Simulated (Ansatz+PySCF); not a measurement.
Values are calculated unless marked as measured or tabulated.
## PySCF 2.14.0 run

```python
from pyscf import gto, dft

mol = gto.M(atom="""
N 0.019070 0.022400 -0.497070
O -0.007020 1.105660 0.221540
O -0.012960 -1.076460 0.153960
""", basis='def2-svp', charge=-1, spin=0)
mf = dft.UKS(mol, xc='wb97x')
mf.init_guess = 'minao'
mf.kernel()
while True:  # follow internal instabilities
    mo, _, stable, _ = mf.stability(return_status=True)
    if stable: break
    mf.kernel(mf.make_rdm1(mo, mf.mo_occ))
print(mf.converged, mf.e_tot, mf.spin_square()[0])
```

The script is written out from the run's settings.

Results

```yaml
Converged: yes
Total_energy: -204.90973 hartree
Spin_squared_of_the_determinant: 0.000
```

Caution: no diffuse functions for an anion.
